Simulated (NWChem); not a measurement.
Everything below was run with NWChem. System: C$_{2}$H$_{6}$, charge 0, spin multiplicity 1, displaced from the optimised geometry.

The NWChem input:

```
start mol
memory heap 200 mb stack 900 mb global 1100 mb
geometry units angstroms nocenter noautoz
  C      0.778022     0.045502     0.000000
  C     -0.778022    -0.045502     0.000000
  H      1.164951     0.594881     0.910775
  H      1.164951     0.594881    -0.910775
  H      1.257105    -0.979944     0.000000
  H     -1.164951    -0.594881     0.910775
  H     -1.164951    -0.594881    -0.910775
  H     -1.257105     0.979944     0.000000
  symmetry group C2h
end
basis spherical
  * library def2-tzvp
end
dft
  xc becke88 perdew86
  semidirect memsize 60000000 filesize 0
  iterations 100
  convergence nodiis damp 40
end
task dft gradient
```

The output up to the point where the run's verdict is printed (cleaned and shortened):

```
             Northwest Computational Chemistry Package (NWChem) 7.3.0
             --------------------------------------------------------

                                NWChem Input Module
                                -------------------

 Scaling coordinates for geometry "geometry" by  1.889725989
 (inverse scale =  0.529177249)

 Turning off AUTOSYM since
 SYMMETRY directive was detected!

                             Geometry "geometry" -> ""
                             -------------------------

 Output coordinates in angstroms (scale by  1.889725989 to convert to a.u.)

  No.       Tag          Charge          X              Y              Z
 ---- ---------------- ---------- -------------- -------------- --------------
    1 C                    6.0000     0.77802200     0.04550200     0.00000000
    2 C                    6.0000    -0.77802200    -0.04550200     0.00000000
    3 H                    1.0000     1.16495100     0.59488100     0.91077500
    4 H                    1.0000     1.16495100     0.59488100    -0.91077500
    5 H                    1.0000     1.25710500    -0.97994400     0.00000000
    6 H                    1.0000    -1.16495100    -0.59488100     0.91077500
    7 H                    1.0000    -1.16495100    -0.59488100    -0.91077500
    8 H                    1.0000    -1.25710500     0.97994400     0.00000000

 Effective nuclear repulsion energy (a.u.)      41.0150791077

            Nuclear Dipole moment (a.u.)
            ----------------------------
        X                 Y               Z
 ---------------- ---------------- ----------------
    -0.0000000000     0.0000000000     0.0000000000

      Symmetry information
      --------------------

 Group name             C2h
 Group number             21
 Group order               4
 No. of unique centers     3

      Symmetry unique atoms

     1    3    5


 Summary of "ao basis" -> "" (spherical)
 ------------------------------------------------------------------------------
       Tag                 Description            Shells   Functions and Types
 ---------------- ------------------------------  ------  ---------------------
[...]
 d= 0,ls=0.0         52    -70.6225912259  1.06D+00  1.79D+00               6.6
 d= 0,ls=0.0         53    -71.6802468746 -1.06D+00  1.79D+00               6.7
 d= 0,ls=0.0         54    -70.6225912259  1.06D+00  1.79D+00               6.8
 d= 0,ls=0.0         55    -71.6802468746 -1.06D+00  1.79D+00               6.9
 d= 0,ls=0.0         56    -70.6225912259  1.06D+00  1.79D+00               7.1
 d= 0,ls=0.0         57    -71.6802468746 -1.06D+00  1.79D+00               7.2
 d= 0,ls=0.0         58    -70.6225912259  1.06D+00  1.79D+00               7.3
 d= 0,ls=0.0         59    -71.6802468746 -1.06D+00  1.79D+00               7.4
 d= 0,ls=0.0         60    -70.6225912259  1.06D+00  1.79D+00               7.5
 d= 0,ls=0.0         61    -71.6802468746 -1.06D+00  1.79D+00               7.7
 d= 0,ls=0.0         62    -70.6225912259  1.06D+00  1.79D+00               7.8
 d= 0,ls=0.0         63    -71.6802468746 -1.06D+00  1.79D+00               7.9
 d= 0,ls=0.0         64    -70.6225912259  1.06D+00  1.79D+00               8.0
 d= 0,ls=0.0         65    -71.6802468746 -1.06D+00  1.79D+00               8.1
 d= 0,ls=0.0         66    -70.6225912259  1.06D+00  1.79D+00               8.2
 d= 0,ls=0.0         67    -71.6802468746 -1.06D+00  1.79D+00               8.4
 d= 0,ls=0.0         68    -70.6225912259  1.06D+00  1.79D+00               8.5
 d= 0,ls=0.0         69    -71.6802468746 -1.06D+00  1.79D+00               8.6
 d= 0,ls=0.0         70    -70.6225912259  1.06D+00  1.79D+00               8.7
 d= 0,ls=0.0         71    -71.6802468746 -1.06D+00  1.79D+00               8.8
 d= 0,ls=0.0         72    -70.6225912259  1.06D+00  1.79D+00               8.9
 d= 0,ls=0.0         73    -71.6802468746 -1.06D+00  1.79D+00               9.1
 d= 0,ls=0.0         74    -70.6225912259  1.06D+00  1.79D+00               9.2
 d= 0,ls=0.0         75    -71.6802468746 -1.06D+00  1.79D+00               9.3
 d= 0,ls=0.0         76    -70.6225912259  1.06D+00  1.79D+00               9.4
 d= 0,ls=0.0         77    -71.6802468746 -1.06D+00  1.79D+00               9.5
 d= 0,ls=0.0         78    -70.6225912259  1.06D+00  1.79D+00               9.6
 d= 0,ls=0.0         79    -71.6802468746 -1.06D+00  1.79D+00               9.8
 d= 0,ls=0.0         80    -70.6225912259  1.06D+00  1.79D+00               9.9
 d= 0,ls=0.0         81    -71.6802468746 -1.06D+00  1.79D+00              10.0
 d= 0,ls=0.0         82    -70.6225912259  1.06D+00  1.79D+00              10.1
 d= 0,ls=0.0         83    -71.6802468746 -1.06D+00  1.79D+00              10.2
 d= 0,ls=0.0         84    -70.6225912259  1.06D+00  1.79D+00              10.3
 d= 0,ls=0.0         85    -71.6802468746 -1.06D+00  1.79D+00              10.5
 d= 0,ls=0.0         86    -70.6225912259  1.06D+00  1.79D+00              10.6
 d= 0,ls=0.0         87    -71.6802468746 -1.06D+00  1.79D+00              10.7
 d= 0,ls=0.0         88    -70.6225912259  1.06D+00  1.79D+00              10.8
 d= 0,ls=0.0         89    -71.6802468746 -1.06D+00  1.79D+00              10.9
 d= 0,ls=0.0         90    -70.6225912259  1.06D+00  1.79D+00              11.0
 d= 0,ls=0.0         91    -71.6802468746 -1.06D+00  1.79D+00              11.2
 d= 0,ls=0.0         92    -70.6225912259  1.06D+00  1.79D+00              11.3
 d= 0,ls=0.0         93    -71.6802468746 -1.06D+00  1.79D+00              11.4
 d= 0,ls=0.0         94    -70.6225912259  1.06D+00  1.79D+00              11.5
 d= 0,ls=0.0         95    -71.6802468746 -1.06D+00  1.79D+00              11.6
 d= 0,ls=0.0         96    -70.6225912259  1.06D+00  1.79D+00              11.7
 d= 0,ls=0.0         97    -71.6802468746 -1.06D+00  1.79D+00              11.8
 d= 0,ls=0.0         98    -70.6225912259  1.06D+00  1.79D+00              12.0
 d= 0,ls=0.0         99    -71.6802468746 -1.06D+00  1.79D+00              12.1
 d= 0,ls=0.0        100    -70.6225912259  1.06D+00  1.79D+00              12.2
```

The run did not converge; its last values are not results. The next line reads: Calculation failed to converge. NWChem stopped with the message: dft gradient failed.
